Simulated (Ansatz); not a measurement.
**PH₄ (doublet): the correlation ladder at distance P1–H3 = 1.285 Å, 6-31G**

How much of the correlation energy of PH₄ (doublet) does each wave-function method recover here?

Method: 6-31G, core rule «outside noble gas», up to 5 orbitals frozen; program: Ansatz 0.2.0, Gaussian basis.

The runs, in order: UHF; CCSD(T) on ROHF; CCSD(T) on UHF; BCCD(T) on ROHF; CISD; CCSDT(Q) on ROHF; CCSDT(Q) on UHF; CISDTQ; CCSDTQ on ROHF; CCSDTQ on UHF; CASSCF and MRCISD+Q, 3 electrons in 3 orbitals; CASSCF and NEVPT2, 3 electrons in 3 orbitals; CASSCF and MRCISD+Q, 9 electrons in 8 orbitals; CASSCF and NEVPT2, 9 electrons in 8 orbitals; Full CI.

21 further runs of the same task are left out: 17 that didn't finish, 4 set aside as unsound or not needed.

### Step 1. What is computed

The geometry derives from a PBE0/def2-TZVP stationary point (not a proven minimum). One bond is set to the value named and the two fragments are kept rigid.

5 atoms, charge 0, spin multiplicity 2.

Atoms are counted from 1 here; the program's logs count them from 0.

Bond lengths: P1–H2 1.519 Å, P1–H3 1.285 Å, P1–H4 1.410 Å, P1–H5 1.519 Å. Angles: H2–P1–H3 92.8°, H2–P1–H4 92.8°, H2–P1–H5 171.2°, H3–P1–H4 99.8°, H3–P1–H5 92.8°, H4–P1–H5 92.8°.

### Step 2. UHF

File in.yaml:

```yaml
crystal:
  periodic: [false, false, false]
  atoms:
    - {symbol: P, position_ang: [0.043312, 0.002748, 0.000000]}
    - {symbol: H, position_ang: [0.159262, 0.002748, -1.514668]}
    - {symbol: H, position_ang: [-0.784545, 0.985539, 0.000000]}
    - {symbol: H, position_ang: [-0.864945, -1.075490, 0.000000]}
    - {symbol: H, position_ang: [0.159262, 0.002748, 1.514668]}
basis:
  gaussian: {orbitals: 6-31G}
magnetization: {spin_polarized: true, initial_magnetization: 1}
hamiltonian: {xc: hf}
output: {orbitals: {seedname: orbitals}}
```

On the command line:

```bash
> ansatz run in.yaml --threads 1 --pin off --events-out ev --progress --plain --max-ram 2393MiB
```

The runs that follow: CCSD(T) on ROHF; CCSD(T) on UHF; BCCD(T) on ROHF; CISD; CCSDT(Q) on ROHF; CCSDT(Q) on UHF; CISDTQ; CCSDTQ on ROHF; CCSDTQ on UHF; CASSCF and MRCISD+Q, 3 electrons in 3 orbitals; CASSCF and NEVPT2, 3 electrons in 3 orbitals; CASSCF and MRCISD+Q, 9 electrons in 8 orbitals; CASSCF and NEVPT2, 9 electrons in 8 orbitals; Full CI.

Q: Predict the results of all the runs planned. Wanted: FCI below the RHF energy; RMP2 from FCI; UMP2 from FCI; RCCSD from FCI; RCCSD(T) from FCI; UCCSD(T) from FCI; RCCSDT(Q) from FCI; UCCSDT(Q) from FCI; NEVPT2 pair from FCI.

**Answer**, as computed:

| quantity | value |
| --- | --- |
| FCI below the RHF energy | -2.7161 eV |
| RMP2 from FCI | +707.8 meV |
| UMP2 from FCI | +699.3 meV |
| RCCSD from FCI | +41.2 meV |
| RCCSD(T) from FCI | +11.2 meV |
| UCCSD(T) from FCI | +11.3 meV |
| RCCSDT(Q) from FCI | +0.3 meV |
| UCCSDT(Q) from FCI | +0.3 meV |
| NEVPT2 pair from FCI | +515.5 meV |
| NEVPT2 valence from FCI | +232.5 meV |
| MRCISD+Q valence from FCI | +6.3 meV |
| levels within 1 kcal/mol (43 meV) | RCCSD, UCCSD, RCCSD(T), UCCSD(T), BCCD(T), RCCSDT, UCCSDT, CISDTQ, RCCSDT(Q), UCCSDT(Q), RCCSDTQ, UCCSDTQ, MRCISD valence, MRCISD+Q valence |
| T1 diagnostic | 0.020 |
| effectively unpaired electrons | 1.03 |

What this shows: RCCSD(T) misses by +11.2 meV, 0.4 % of the correlation energy. One determinant dominates. Of the multireference levels listed MRCISD+Q valence comes nearest in total energy (+6.3 meV), which doesn't show that its space is the better one. These misses are within one basis, not against nature; the frozen cores of restricted and unrestricted runs differ, which can shift their rows.
